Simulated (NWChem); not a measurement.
# One shape, several levels: BH2Cl (SMILES BCl)

Wanted: a comparison of 3 runs (HF/STO-3G, PBE/def2-TZVP, SVWN5/def2-TZVP) of BH2Cl. 

Program for the calculation: NWChem 7.3.0.

## 1. Starting point

BH2Cl: 4 atoms, total charge 0, spin state singlet. As SMILES, `BCl`. Geometry: relaxed at PBE0-D4/def2-TZVP.

Bond lengths: B1–Cl2 1.733 Å, B1–H3 1.190 Å, B1–H4 1.190 Å. Angles: Cl2–B1–H3 118.1°, Cl2–B1–H4 118.1°, H3–B1–H4 123.7°.

## 2. Energy and gradient at HF/STO-3G (run 1)

Input file run.py:

```python
from ase import Atoms
from ase.calculators.nwchem import NWChem

mol = Atoms('BClHH', positions=[
    [-0.116700, 0.021700, -0.075300],
    [1.365000, -0.395300, 0.721200],
    [-1.106200, -0.559500, 0.240400],
    [-0.086600, 0.872800, -0.906600],
])

calc = NWChem(
    label='mol',
    theory='scf',
    memory='2200 mb',
    basis='STO-3G',
    basispar='spherical bse',
    scf={'nopen': '0', 'rhf': None, 'thresh': '1e-08', 'maxiter': '80'},
)
mol.calc = calc

forces = mol.get_forces()
print(f"energy = {mol.get_potential_energy():.6f} eV")
print("forces (eV/A):")
for s, f in zip(mol.symbols, forces):
    print(f"{s:2s} {f[0]:10.5f} {f[1]:10.5f} {f[2]:10.5f}")
print("dipole (e A):", mol.get_dipole_moment().round(4))
```

Run with:

```bash
export ASE_NWCHEM_COMMAND="nwchem PREFIX.nwi > PREFIX.nwo"
python run.py
```

Output:

```text
energy = -13064.965627 eV
forces (eV/A):
B    -1.59763    0.44706   -0.85613
Cl    1.00474   -0.28256    0.53988
H     0.74521    0.54734   -0.34592
H    -0.15231   -0.71184    0.66216
dipole (e A): [-0.2672  0.0752 -0.1436]
```

The calculator wrote mol.nwi:

```
title "mol"

permanent_dir mol

scratch_dir mol

start mol

geometry units angstrom nocenter noautosym noautoz
  B  -1.1670000000000000e-01 2.1700000000000001e-02 -7.5300000000000006e-02
  Cl 1.3650000000000000e+00 -3.9529999999999998e-01 7.2119999999999995e-01
  H  -1.1062000000000001e+00 -5.5950000000000000e-01 2.4040000000000000e-01
  H  -8.6599999999999996e-02 8.7280000000000002e-01 -9.0659999999999996e-01
end

memory 2200 mb

basis spherical bse noprint
   * library STO-3G
end

scf
  nopen 0
  rhf
  thresh 1e-08
  maxiter 80
end

task scf gradient
```

mol.nwo:

```text
Northwest Computational Chemistry Package (NWChem) 7.3.0
             --------------------------------------------------------

           Job information
           ---------------

    nwchem branch   = 7.3.0
    use scalapack   = T
    input           = mol.nwi
    prefix          = mol.
    data base       = mol/mol.db
    status          = startup
    nproc           =        1

           Memory information
           ------------------

[... 5 lines left out ...]
    hardfail = no
[... 120 lines left out ...]
         Quadratically convergent ROHF
[... 14 lines left out ...]
       Final RHF  results
[... 4 lines left out ...]
      Two-electron energy =    220.569799970346
[... 25 lines left out ...]
                       ROHF Final Molecular Orbital Analysis
[... 157 lines left out ...]
                 ----------------------------------------
                 |  Time  |  1-e(secs)   |  2-e(secs)   |
                 ----------------------------------------
                 |  CPU   |       0.00   |       0.15   |
                 ----------------------------------------
                 |  WALL  |       0.00   |       0.15   |
                 ----------------------------------------

 Task  times  cpu:        0.6s     wall:        0.6s
 Total times  cpu:        0.6s     wall:        0.6s
```

Wall time 2.5 s (1 thread of Intel Xeon at 2.70GHz, shared host); peak memory 0.098 GiB.

## 3. Energy and forces at PBE/def2-TZVP (run 2)

Input file sp.xyz:

```xyz
4
BClH2
B     -0.116700     0.021700    -0.075300
Cl     1.365000    -0.395300     0.721200
H     -1.106200    -0.559500     0.240400
H     -0.086600     0.872800    -0.906600
```

Input file sp.nw:

```
START sp
TITLE "BClH2"
memory 2200 mb

GEOMETRY units angstroms noautosym nocenter noautoz
  load format xyz sp.xyz
END

BASIS spherical bse
  * library def2-TZVP
END

DFT
  xc xpbe96 cpbe96
  grid xfine
  convergence energy 1e-08
  maxiter 100
  mulliken
END

TASK dft gradient
```

Run with:

```bash
nwchem sp.nw > sp.out
```

Output:

```text
[...]
          Wavefunction type:  closed shell.
          No. of atoms     :     4
          No. of electrons :    24
[...]
          Charge           :     0
          Spin multiplicity:     1
[...]
          AO basis - number of functions:    80
[...]
              XC Information
              --------------
          PerdewBurkeErnzerhof Exchange Functional  1.000
            Perdew 1991 LDA Correlation Functional  1.000 local
           PerdewBurkeErnz. Correlation Functional  1.000 non-local
[...]
 d= 0,ls=0.0,diis     1   -486.0111984266 -5.24D+02  7.24D-03  7.83D-01     3.9
[...]
 d= 0,ls=0.0,diis    10   -486.0481419832 -9.42D-10  2.07D-07  4.76D-10    25.1
         Total DFT energy =     -486.048141983227
      One electron energy =     -744.419969942839
           Coulomb energy =      253.388508044847
    Exchange-Corr. energy =      -32.799698804066
 Nuclear repulsion energy =       37.783018718832
[...]
  wavefunction    = closed shell
                         DFT ENERGY GRADIENTS
    atom               coordinates                        gradient
                 x          y          z           x          y          z
   1 B      -0.220531   0.041007  -0.142296    0.000891  -0.000215   0.000442
   2 Cl      2.579476  -0.747009   1.362870   -0.003261   0.000915  -0.001750
   3 H      -2.090415  -1.057302   0.454290    0.002551   0.001582  -0.000895
   4 H      -0.163650   1.649353  -1.713226   -0.000182  -0.002282   0.002203
[...]
```

It took 35 s on 1 thread of Intel Xeon at 2.70GHz, shared host; peak memory 0.13 GiB.

## 4. Energy and forces at SVWN5/def2-TZVP (run 3)

Input file work.xyz:

```xyz
4
BClH2
B     -0.116700     0.021700    -0.075300
Cl     1.365000    -0.395300     0.721200
H     -1.106200    -0.559500     0.240400
H     -0.086600     0.872800    -0.906600
```

Input file work.nw:

```
echo
start work
title "BClH2"
memory 2200 mb
charge 0

geometry noautosym nocenter noautoz
  load work.xyz
end

basis spherical bse
  * library def2-TZVP
end

dft
  xc slater vwn_5
  mult 1
  grid xfine
  convergence energy 1e-08
  maxiter 100
  mulliken
end

task dft gradient
```

Run with:

```bash
nwchem work.nw > work.out
```

Output:

```text
[...]
          Wavefunction type:  closed shell.
          No. of atoms     :     4
          No. of electrons :    24
[...]
          Charge           :     0
          Spin multiplicity:     1
[...]
          AO basis - number of functions:    80
[...]
              XC Information
              --------------
                        Slater Exchange Functional  1.000 local
                      VWN V Correlation Functional  1.000 local
[...]
 d= 0,ls=0.0,diis     1   -484.4465671055 -5.22D+02  7.75D-03  1.18D+00     1.4
[...]
 d= 0,ls=0.0,diis    10   -484.4924648369 -3.11D-09  3.38D-07  1.20D-09    14.6
         Total DFT energy =     -484.492464836930
      One electron energy =     -744.266800527576
           Coulomb energy =      253.185727667287
    Exchange-Corr. energy =      -31.194410695472
 Nuclear repulsion energy =       37.783018718832
[...]
  wavefunction    = closed shell
                         DFT ENERGY GRADIENTS
    atom               coordinates                        gradient
                 x          y          z           x          y          z
   1 B      -0.220531   0.041007  -0.142296   -0.007314   0.002095  -0.003969
   2 Cl      2.579476  -0.747009   1.362870    0.004847  -0.001366   0.002608
   3 H      -2.090415  -1.057302   0.454290    0.003317   0.002575  -0.001675
   4 H      -0.163650   1.649353  -1.713226   -0.000849  -0.003303   0.003036
[...]
```

It took 24 s on 1 thread of Intel Xeon at 2.70GHz, shared host; peak memory 0.13 GiB.

## 5. All runs side by side

```tsv
run	level	iteration cap	module	energy (Eh)	dipole moment (D)	HOMO energy (eV)	LUMO energy (eV)	wall time
1	HF/STO-3G	80	scf	-480.128635	1.50	-10.58	5.63	2.5 s
2	PBE/def2-TZVP	100	dft	-486.048142	0.37	-7.27	-2.83	35 s
3	SVWN5/def2-TZVP	100	dft	-484.492465	0.37	-7.33	-3.11	24 s
```

## 6. Results

```
                       quantity          value
            run 3: total energy  -484.49246 Eh
           run 3: dipole moment         0.37 D
             run 3: HOMO energy       -7.33 eV
             run 3: LUMO energy       -3.11 eV
           run 3: HOMO–LUMO gap        4.22 eV
run 3: largest force on an atom     0.441 eV/Å
```

The dipole moment (its size) runs from 0.37 D (SVWN5/def2-TZVP) to 1.50 D (HF/STO-3G). The two ends differ in method and basis. The HOMO–LUMO gap runs from 4.22 eV (SVWN5/def2-TZVP) to 16.21 eV (HF/STO-3G). Totals of different functionals can't be ranked against each other. In run 1 the basis is minimal, so the values are rough. All runs together took 61 s, the longest 35 s.
